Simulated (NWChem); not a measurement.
**One shape, several levels: doublet C3H5Cl+**

Aim: a comparison of 6 runs (UHF/STO-3G, UHF/3-21G, USVWN5/def2-SVP, UB3LYP/6-31G*, UB3LYP/def2-SVP) of doublet C3H5Cl+. 

Program for the calculation: NWChem 7.3.0.

20 further runs of the same task are left out: 20 set aside as unsound or not needed. Runs told in other sessions of the task aren't counted.

### 1 Starting point

The species is C3H5Cl+ (9 atoms), meant as a doublet with charge +1. SMILES of the parent species: `C=C(C)Cl`. The shape is that of a PBE0-D4/def2-TZVP optimisation. That shape belongs to the parent species and isn't relaxed for this state.

Bond lengths: C1–C2 1.323 Å, C2–C3 1.486 Å, C2–Cl4 1.739 Å, C1–H5 1.081 Å, C1–H6 1.083 Å, C3–H7 1.093 Å, C3–H8 1.093 Å, C3–H9 1.091 Å. Some angles: C1–C2–C3 126.4°, C1–C2–Cl4 119.8°, C3–C2–Cl4 113.8°, C2–C1–H5 122.1°, C2–C1–H6 119.5°, C2–C3–H7 110.6°, C2–C3–H8 110.6°, C2–C3–H9 110.3°, H5–C1–H6 118.4°, H7–C3–H8 107.3°.

### 2 The energy at UHF/STO-3G (run 1)

Input file run.xyz:

```xyz
9

C     -0.231310     1.302260    -0.474160
C     -0.190530    -0.019610    -0.427330
C      0.323140    -0.847030     0.695450
Cl    -0.777200    -0.951810    -1.773520
H     -0.621600     1.834610    -1.330690
H      0.135450     1.878140     0.367040
H     -0.459760    -1.507750     1.076110
H      1.148070    -1.480680     0.360190
H      0.673750    -0.208140     1.506920
```

Input file run.py:

```python
from ase.io import read
from ase.calculators.nwchem import NWChem

atoms = read('run.xyz')

calc = NWChem(
    label='run',
    theory='scf',
    memory='2200 mb',
    basis='STO-3G',
    basispar='spherical bse',
    charge=1,
    scf={'nopen': '1', 'uhf': None, 'thresh': '1e-08', 'maxiter': '80', 'print': 'low'},
    task='energy',
)
atoms.calc = calc

print("Total energy (eV):", round(atoms.get_potential_energy(), 6))
```

Launch:

```
$ export ASE_NWCHEM_COMMAND="nwchem PREFIX.nwi > PREFIX.nwo"
$ python run.py
```

Standard output:

```text
Total energy (eV): -15493.698131
```

The calculator wrote run.nwi:

```
title "run"

permanent_dir run

scratch_dir run

start run

geometry units angstrom nocenter noautosym noautoz
  C  -2.3130999999999999e-01 1.3022600000000000e+00 -4.7416000000000003e-01
  C  -1.9053000000000000e-01 -1.9609999999999999e-02 -4.2732999999999999e-01
  C  3.2313999999999998e-01 -8.4702999999999995e-01 6.9545000000000001e-01
  Cl -7.7720000000000000e-01 -9.5181000000000004e-01 -1.7735200000000000e+00
  H  -6.2160000000000004e-01 1.8346100000000001e+00 -1.3306899999999999e+00
  H  1.3544999999999999e-01 1.8781399999999999e+00 3.6703999999999998e-01
  H  -4.5976000000000000e-01 -1.5077499999999999e+00 1.0761099999999999e+00
  H  1.1480699999999999e+00 -1.4806800000000000e+00 3.6019000000000001e-01
  H  6.7374999999999996e-01 -2.0813999999999999e-01 1.5069200000000000e+00
end

charge 1

memory 2200 mb

basis spherical bse noprint
   * library STO-3G
end

scf
  nopen 1
  uhf
  thresh 1e-08
  maxiter 80
  print low
end

task scf energy
```

run.nwo:

```text
Northwest Computational Chemistry Package (NWChem) 7.3.0
             --------------------------------------------------------

           Job information
           ---------------

    nwchem branch   = 7.3.0
    use scalapack   = T
    input           = run.nwi
    prefix          = run.
    data base       = run/run.db
    status          = startup
    nproc           =        1

           Memory information
           ------------------

    heap     =     72089600 doubles =      550.0 Mbytes
    stack    =     72089597 doubles =      550.0 Mbytes
    global   =    144179200 doubles =     1100.0 Mbytes (distinct from heap & stack)
    total    =    288358397 doubles =     2200.0 Mbytes
    verify   = yes
    hardfail = no

[... 37 lines left out ...]
            Nuclear Dipole moment (a.u.)
[... 50 lines left out ...]
                                 NWChem SCF Module
                                 -----------------

                                        run

  ao basis        = "ao basis"
  functions       =    29
  atoms           =     9
  alpha electrons =    20
  beta  electrons =    19
  charge          =   1.00
  wavefunction    = UHF
  input vectors   = atomic
  output vectors  = run/run.movecs
  use symmetry    = F
  symmetry adapt  = F

 Forming initial guess at       0.0s

 Starting SCF solution at       0.1s

       Final UHF  results
       ------------------

         Total SCF energy =   -569.382908959810
      One electron energy =  -1070.173861496356
      Two electron energy =    351.018560264105
 Nuclear repulsion energy =    149.772392272441

                       Sz =      0.5000
                 Sz(Sz+1) =      0.7500
                      S^2 =      0.7555

        Time for solution =      1.7s

 Task  times  cpu:        1.7s     wall:        1.7s
 Total times  cpu:        1.8s     wall:        1.8s
```

It took 2.9 s on 1 thread of Intel Xeon 6975P-C (Granite Rapids), shared host; peak memory 0.096 GiB.

### 3 The energy at UHF/3-21G (run 2)

Input file test.nw:

```
start test
memory total 2200 mb
charge 1

geometry noautosym nocenter noautoz
C       -0.231310       1.302260      -0.474160
C       -0.190530      -0.019610      -0.427330
C        0.323140      -0.847030       0.695450
Cl      -0.777200      -0.951810      -1.773520
H       -0.621600       1.834610      -1.330690
H        0.135450       1.878140       0.367040
H       -0.459760      -1.507750       1.076110
H        1.148070      -1.480680       0.360190
H        0.673750      -0.208140       1.506920
end

basis "ao basis" spherical bse
* library 3-21G
end

scf
doublet
uhf
thresh 1e-08
maxiter 80
print low
end

task scf energy
```

Launch:

```
$ nwchem test.nw > test.out
```

Standard output:

```text
[...]
  functions       =    50
[...]
  wavefunction    = UHF
[...]
         Total SCF energy =   -572.812994094765
      One electron energy =  -1074.990480878553
      Two electron energy =    352.405094511348
 Nuclear repulsion energy =    149.772392272441
                       Sz =      0.5000
                 Sz(Sz+1) =      0.7500
                      S^2 =      0.7559
[...]
```

Wall time 2.9 s (1 thread of Intel Xeon 6975P-C (Granite Rapids), shared host); peak memory 0.096 GiB.

Runs 3 to 4 aren't shown in full; the table further down has their settings and results.

### 4 The energy at UB3LYP/6-31G(d) (Cartesian functions) (run 5)

Input file mymol.nw:

```
start mymol
title "C3H5Cl B3LYP"
memory stack 880 mb heap 220 mb global 1100 mb
charge 1
geometry noautosym nocenter noautoz
 C     -0.231310     1.302260    -0.474160
 C     -0.190530    -0.019610    -0.427330
 C      0.323140    -0.847030     0.695450
 Cl    -0.777200    -0.951810    -1.773520
 H     -0.621600     1.834610    -1.330690
 H      0.135450     1.878140     0.367040
 H     -0.459760    -1.507750     1.076110
 H      1.148070    -1.480680     0.360190
 H      0.673750    -0.208140     1.506920
end
basis cartesian
 * library 6-31G*
end
dft
 xc b3lyp
 mult 2
 grid xfine
 convergence energy 1e-08
 maxiter 100
 mulliken
end
task dft energy
```

Launch:

```
$ nwchem mymol.nw > mymol.out
```

Standard output:

```text
[...]
          Wavefunction type:  spin polarized.
          No. of atoms     :     9
          No. of electrons :    39
[...]
          Charge           :     1
          Spin multiplicity:     2
[...]
          AO basis - number of functions:    74
[...]
              XC Information
              --------------
                         B3LYP Method XC Potential
                     Hartree-Fock (Exact) Exchange  0.200
                        Slater Exchange Functional  0.800 local
                    Becke 1988 Exchange Functional  0.720 non-local
              Lee-Yang-Parr Correlation Functional  0.810
                  VWN I RPA Correlation Functional  0.190 local
[...]
 d= 0,ls=0.0,diis     1   -577.0224880204 -7.27D+02  1.46D-02  3.90D-01     4.3
[...]
 d= 0,ls=0.5,diis    36   -577.1616996100 -6.43D-09  1.71D-08  6.60D-09   137.2
[...]
         Total DFT energy =     -577.161699613989
      One electron energy =    -1079.156779555110
           Coulomb energy =      398.278688380585
    Exchange-Corr. energy =      -46.056000711905
 Nuclear repulsion energy =      149.772392272441
[...]
      Total Density - Mulliken Population Analysis
     ---------------------------------------------
    Atom       Charge   Shell Charges
 -----------   ------   -------------------------------------------------------
    1 C    6     6.19   1.99  0.74  2.02  0.63  0.78  0.02
    2 C    6     5.97   1.99  0.75  1.94  0.52  0.74  0.02
    3 C    6     6.52   1.99  0.68  2.17  0.67  0.98  0.03
    4 Cl  17    16.67   2.00  1.99  5.97  1.51  3.55  0.48  1.18 -0.01
    5 H    1     0.72   0.51  0.20
    6 H    1     0.72   0.51  0.21
    7 H    1     0.73   0.50  0.23
    8 H    1     0.73   0.50  0.23
    9 H    1     0.76   0.52  0.25
[...]
      <S2> =      0.7539 (Exact =     0.7500)
[...]
```

Wall time 2.4 min (1 thread of Intel Xeon 6975P-C (Granite Rapids), shared host); peak memory 0.14 GiB.

### 5 A single-point energy at UB3LYP/def2-SVP (run 6)

Input file job.nw:

```
start job
memory 2200 mb
charge 1

geometry units angstroms noautosym nocenter noautoz
  C     -0.231310     1.302260    -0.474160
  C     -0.190530    -0.019610    -0.427330
  C      0.323140    -0.847030     0.695450
  Cl    -0.777200    -0.951810    -1.773520
  H     -0.621600     1.834610    -1.330690
  H      0.135450     1.878140     0.367040
  H     -0.459760    -1.507750     1.076110
  H      1.148070    -1.480680     0.360190
  H      0.673750    -0.208140     1.506920
end

basis spherical bse
  * library def2-SVP
end

dft
  xc b3lyp
  mult 2
  grid xfine
  convergence energy 1e-08
  maxiter 100
  mulliken
  noprint "final vectors analysis"
end

task dft energy
```

Launch:

```
$ nwchem job.nw > job.out
```

Standard output:

```text
[...]
          Wavefunction type:  spin polarized.
          No. of atoms     :     9
          No. of electrons :    39
[...]
          Charge           :     1
          Spin multiplicity:     2
[...]
          AO basis - number of functions:    85
[...]
              XC Information
              --------------
                         B3LYP Method XC Potential
                     Hartree-Fock (Exact) Exchange  0.200
                        Slater Exchange Functional  0.800 local
                    Becke 1988 Exchange Functional  0.720 non-local
              Lee-Yang-Parr Correlation Functional  0.810
                  VWN I RPA Correlation Functional  0.190 local
[...]
 d= 0,ls=0.0,diis     1   -576.8250030889 -7.27D+02  1.09D-02  2.92D-01     4.2
[...]
 d= 0,ls=0.5,diis    35   -576.9450775942 -9.80D-09  2.25D-08  1.04D-08   138.5
[...]
         Total DFT energy =     -576.945077600311
      One electron energy =    -1078.809347535866
           Coulomb energy =      398.142787056947
    Exchange-Corr. energy =      -46.050909393832
 Nuclear repulsion energy =      149.772392272441
[...]
      Total Density - Mulliken Population Analysis
     ---------------------------------------------
    Atom       Charge   Shell Charges
 -----------   ------   -------------------------------------------------------
    1 C    6     5.79   1.99  0.95  0.24  2.03  0.56  0.03
    2 C    6     6.14   1.99  1.00  0.20  1.98  0.91  0.06
    3 C    6     5.89   1.98  0.91  0.06  2.16  0.75  0.03
    4 Cl  17    16.78   2.00  1.99  1.33  0.64  5.93  2.15  2.71  0.04
    5 H    1     0.87   0.72  0.12  0.02
    6 H    1     0.87   0.72  0.12  0.02
    7 H    1     0.88   0.71  0.14  0.03
    8 H    1     0.88   0.71  0.14  0.03
    9 H    1     0.92   0.73  0.16  0.02
[...]
      <S2> =      0.7542 (Exact =     0.7500)
[...]
```

Run time: 2.4 min. Hardware: 1 thread of Intel Xeon 6975P-C (Granite Rapids), shared host; peak memory 0.14 GiB.

### 6 The series

| run | level | iteration cap | module | energy (Eh) | ⟨S²⟩ | wall time |
| --- | --- | --- | --- | --- | --- | --- |
| 1 | UHF/STO-3G | 80 | scf | -569.382909 | 0.755 | 2.9 s |
| 2 | UHF/3-21G | 80 | scf | -572.812994 | 0.756 | 2.9 s |
| 3 | USVWN5/def2-SVP | 100 | dft | -574.334415 | 0.751 | 21 s |
| 4 | UB3LYP/6-31G* (spherical functions) | 100 | dft | -577.155974 | 0.754 | 2.1 min |
| 5 | UB3LYP/6-31G* (Cartesian functions) | 100 | dft | -577.161700 | 0.754 | 2.4 min |
| 6 | UB3LYP/def2-SVP | 100 | dft | -576.945078 | 0.754 | 2.4 min |

### 7 Summary of results

```
           quantity          value
run 6: total energy  -576.94508 Eh
        run 6: ⟨S²⟩          0.754
```

Totals of different functionals can't be ranked against each other. In run 1 the basis is minimal, so the values are rough. All runs together took 7.3 min, the longest 2.4 min.
